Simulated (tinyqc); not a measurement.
Pariser-Parr-Pople SCF with singles CI, for the molecule c1ccoc1 (SMILES; centres numbered as the heavy atoms are written), step by step. Computed by tinyqc, a small Python program that keeps every step. Settings: charge = 0, gamma = Ohno, start = huckel, damping = 0, iteration cap = 88, excitations kept = 4. Command: `OMP_NUM_THREADS=1 python tinyqc.py 21464 21465 out.jsonl` (the two numbers bound the seeds that draw the settings). One thread of a shared host (Intel(R) Xeon(R) Processor @ 2.60GHz), about 0.01 s of CPU time with the checks. Later iterations appear only in the table of the cycle.

## PPP integrals

Centres (angstrom, eV; a flat drawing with bonds scaled to 1.40 angstrom):
```
centre          x          y  core charge z          W   gamma_rr
1C       1.191000   0.000000              1  11.160000  11.130000
2C       0.368000   1.133000              1  11.160000  11.130000
3C      -0.963000   0.700000              1  11.160000  11.130000
4O      -0.963000  -0.700000              2  33.000000  21.500000
5C       0.368000  -1.133000              1  11.160000  11.130000
```

Resonance integrals (eV):
```
i  j       beta
1  2  -2.390000
2  3  -2.390000
3  4  -2.240000
4  5  -2.240000
5  1  -2.390000
```

Ohno: gamma = 14.399645/sqrt(R^2 + a^2), a = 2 x 14.399645/(gamma_rr + gamma_ss); H_rr = -W_r - sum_(s != r) z_s gamma_rs; H_rs = beta for bonds.

repulsion gamma_rs (eV):
```
           1C         2C         3C         4O         5C
1C  11.130000   7.552804   5.520570   5.923873   7.552804
2C   7.552804  11.130000   7.554850   5.923004   5.518526
3C   5.520570   7.554850  11.130000   8.700754   5.519866
4O   5.923873   5.923004   8.700754  21.500000   8.702264
5C   7.552804   5.518526   5.519866   8.702264  11.130000
```

core matrix H (eV):
```
            1C          2C          3C          4O          5C
1C  -43.633924   -2.390000    0.000000    0.000000   -2.390000
2C   -2.390000  -43.632188   -2.390000    0.000000    0.000000
3C    0.000000   -2.390000  -47.156794   -2.240000    0.000000
4O    0.000000    0.000000   -2.240000  -62.249896   -2.240000
5C   -2.390000    0.000000    0.000000   -2.240000  -47.155724
```

## Starting guess

pi electrons, sum of z_r less the charge = 6

Orbitals of the Hueckel matrix of the beta values.

P at the start:
```
           1C         2C         3C         4O         5C
1C   1.194582   0.641795  -0.239649  -0.253122   0.654778
2C   0.641795   1.194582   0.654778  -0.253122  -0.239649
3C  -0.239649   0.654778   1.196994   0.642197  -0.250219
4O  -0.253122  -0.253122   0.642197   1.216848   0.642197
5C   0.654778  -0.239649  -0.250219   0.642197   1.196994
```

## Iteration 1: Fock matrix

F_rr = H_rr + P_rr gamma_rr / 2 + sum_(s != r) P_ss gamma_rs; F_rs = H_rs - P_rs gamma_rs / 2; E = tr P (H + F) / 2 + core repulsion sum_(r<s) z_r z_s gamma_rs.

F (eV):
```
           1C         2C         3C          4O         5C
1C  -5.106428  -4.813676   0.661500    0.749733  -4.862705
2C  -4.813676  -5.105748  -4.863375    0.749623   0.661255
3C   0.661500  -4.863375  -7.681121   -5.033801   0.690588
4O   0.749733   0.749623  -5.033801  -14.185402  -5.034286
5C  -4.862705   0.661255   0.690588   -5.034286  -7.683099
```

pi energy = -96.983572 eV

## Iteration 1: orbitals and new P

Diagonalise F (the basis is taken as orthonormal) and form P = 2 sum c c over the lowest orbitals.

orbital energies (eV): -18.780785  -11.583470  -11.176672  -0.732434  2.511563

P after iteration 1:
```
           1C         2C         3C         4O         5C
1C   1.033688   0.623997  -0.076402  -0.263969   0.730737
2C   0.623997   1.033687   0.730766  -0.263875  -0.076449
3C  -0.076402   0.730766   1.169725   0.504483  -0.420516
4O  -0.263969  -0.263875   0.504483   1.593039   0.504473
5C   0.730737  -0.076449  -0.420516   0.504473   1.169861
```

## Iteration 2: Fock matrix

As before.

F (eV):
```
           1C         2C         3C          4O         5C
1C  -5.343975  -4.746462   0.210892    0.781859  -5.149557
2C  -4.746462  -5.343894  -5.150414    0.781465   0.210944
3C   0.210892  -5.150414  -6.813262   -4.434692   1.160595
4O   0.781859   0.781465  -4.434692  -12.520830  -4.435027
5C  -5.149557   0.210944   1.160595   -4.435027  -6.814006
```

pi energy = -98.737993 eV

## Iteration 2: orbitals and new P

As before.

orbital energies (eV): -16.721983  -11.862609  -10.793033  0.320326  2.221331

P after iteration 2:
```
           1C         2C         3C         4O         5C
1C   1.036616   0.603426  -0.073049  -0.256016   0.750771
2C   0.603426   1.036602   0.750799  -0.255930  -0.073070
3C  -0.073049   0.750799   1.145373   0.481925  -0.421402
4O  -0.256016  -0.255930   0.481925   1.635953   0.481941
5C   0.750771  -0.073070  -0.421402   0.481941   1.145455
```

## Iteration 3: Fock matrix

As before.

F (eV):
```
           1C         2C         3C          4O         5C
1C  -5.370212  -4.668778   0.201636    0.758303  -5.225211
2C  -4.668778  -5.370033  -5.226086    0.757936   0.201620
3C   0.201636  -5.226086  -6.671921   -4.336557   1.163042
4O   0.758303   0.757936  -4.336557  -12.449152  -4.336989
5C  -5.225211   0.201620   1.163042   -4.336989  -6.672587
```

pi energy = -98.777639 eV

## Iteration 3: orbitals and new P

As before.

orbital energies (eV): -16.553053  -11.830899  -10.762829  0.386688  2.226188

P after iteration 3:
```
           1C         2C         3C         4O         5C
1C   1.041483   0.590699  -0.074468  -0.253788   0.761183
2C   0.590699   1.041457   0.761212  -0.253701  -0.074479
3C  -0.074468   0.761212   1.133544   0.473715  -0.415656
4O  -0.253788  -0.253701   0.473715   1.649913   0.473744
5C   0.761183  -0.074479  -0.415656   0.473744   1.133602
```

## Convergence

Stop when output and input P, before any damping, agree to 1e-7.

Course of the cycle:
```
iteration        E (eV)  largest |P(out) - P(in)|
1          -96.98357188                  3.76e-01
2          -98.73799307                  4.29e-02
3          -98.77763950                  1.40e-02
4          -98.78598114                  7.49e-03
5          -98.78825237                  4.30e-03
6          -98.78891833                  2.44e-03
7          -98.78911996                  1.37e-03
8          -98.78918184                  7.71e-04
9          -98.78920094                  4.31e-04
10         -98.78920685                  2.41e-04
11         -98.78920868                  1.34e-04
...                 ...                       ...
14         -98.78920948                  2.32e-05
15         -98.78920949                  1.29e-05
16         -98.78920950                  7.19e-06
17         -98.78920950                  4.00e-06
18         -98.78920950                  2.23e-06
19         -98.78920950                  1.24e-06
20         -98.78920950                  6.90e-07
21         -98.78920950                  3.84e-07
22         -98.78920950                  2.14e-07
23         -98.78920950                  1.19e-07
24         -98.78920950                  6.62e-08
```

Converged in 24 iterations.

## Converged orbitals

Charges are z - P_rr.

orbital energies (eV): -16.469873  -11.797727  -10.758577  0.424580  2.240728

coefficients:
```
         MO1        MO2        MO3        MO4        MO5
1C  0.224298   0.595296   0.343896  -0.308682  -0.617871
2C  0.224324   0.595490  -0.343512  -0.308381   0.618038
3C  0.399010   0.143174  -0.617909   0.565906  -0.343847
4O  0.762183  -0.500139  -0.000178  -0.411021   0.000063
5C  0.399046   0.142747   0.618000   0.566064   0.343561
```

pi charges: 1C -0.045902, 2C -0.045861, 3C -0.123038, 4O 0.337877, 5C -0.123076

## Singles CI, singlets

Over the 4 single excitations with the smallest orbital gaps: A = (e_a - e_i) delta + 2 (ia|jb) - (ij|ab), with (pq|rs) = sum c_mp c_mq gamma_mn c_nr c_ns. f = 2/3 w |mu|^2 in atomic units, mu = sqrt2 sum c_ia sum_m c_mi c_ma R_m.

singlet CI matrix (eV):
```
           3>4        2>4       3>5        2>5
3>4   5.692866   0.000748  0.000647  -0.848038
2>4   0.000748   6.957450  0.904009  -0.000039
3>5   0.000647   0.904009  7.291388   0.000039
2>5  -0.848038  -0.000039  0.000039   7.651961
```

singlet excitation energies (eV): 5.376774  6.205120  7.968051  8.043720

oscillator strengths: 0.200960  0.022572  0.507528  1.030981

## Singles CI, triplets

Over the 4 single excitations with the smallest orbital gaps: A = (e_a - e_i) delta - (ij|ab), with (pq|rs) = sum c_mp c_mq gamma_mn c_nr c_ns.

triplet CI matrix (eV):
```
           3>4        2>4        3>5        2>5
3>4   3.390470  -0.000378  -0.000260  -0.702455
2>4  -0.000378   4.368667  -0.702455   0.000506
3>5  -0.000260  -0.702455   5.633846   0.000261
2>5  -0.702455   0.000506   0.000261   5.955024
```

triplet excitation energies (eV): 3.210667  4.055946  5.946567  6.134827
